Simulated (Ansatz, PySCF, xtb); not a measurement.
Homolysis of single bonds, series Sn SiH3-H. All species are isolated molecules in the gas phase. Strings in code marks are SMILES.

Quantity: homolytic bond dissociation enthalpy at 298 K (no spin–orbit term), in eV. Enthalpy corrections at 298 K come from GFN2-xTB frequencies (xtb).

Level 1: frozen-core CCSD(T)/def2-TZVPP // r2SCAN-D4/def2-SVP (Ansatz, an electronic-structure program)
Level 2: PBE-D3(BJ)/def2-TZVP // r2SCAN-D4/def2-SVP (PySCF)
Level 3: PBE/6-31G* (LANL2DZ on Sn) // r2SCAN-D4/def2-SVP (PySCF)
Level 4: frozen-core MP2/6-31G* (LANL2DZ on Sn) // r2SCAN-D4/def2-SVP (PySCF)

```tsv
species	level 2	level 3	level 4
Si–Sn bond of `[SiH3][SnH3]`, giving `[SiH3]` and `[SnH3]`	2.70	2.64	2.40
```

Question: What does level 1 give for each?

Answer: 
- Si–Sn bond of `[SiH3][SnH3]`, giving `[SiH3]` and `[SnH3]`: 2.74
